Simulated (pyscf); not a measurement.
Elementary routes open to `[NH2][BH][F]` + `[H][H]` in the gas phase (singlet surface):
A. `[BH2][NH2]` + `[FH]` (B–F, H–H broken; B–H, F–H formed)
B. `[BH2][F]` + `[NH3]` (B–N, H–H broken; B–H, H–N formed)

PySCF, gas phase, ωB97X-D3(BJ)/def2-SVP geometries.

### Question
Rank the routes by free-energy barrier at 900 K, lowest first, for ωB97M-D3(BJ)/def2-TZVP energies (ideal gas, 1 atm, RRHO with modes under 100 cm⁻¹ raised to 100, one conformer, R ln 2 for chiral ones without a mode under 150 cm⁻¹).

### Answer
B (302.2 kJ/mol), A (338.2 kJ/mol)

Route B is the fastest of these, ahead of the next by 36.1 kJ/mol. The most stable products are those of B (ΔG = +113.2 kJ/mol), so kinetics and thermodynamics agree. At 298 K B is still the fastest. B: On the product side the descent ends in an adduct with a B–N contact, 97.7 kJ/mol under the separated species and 164.7 kJ/mol under the saddle at ωB97X-D3(BJ)/def2-TZVP. Only these routes are compared; each barrier is that of the saddle found, and lower ones may exist.
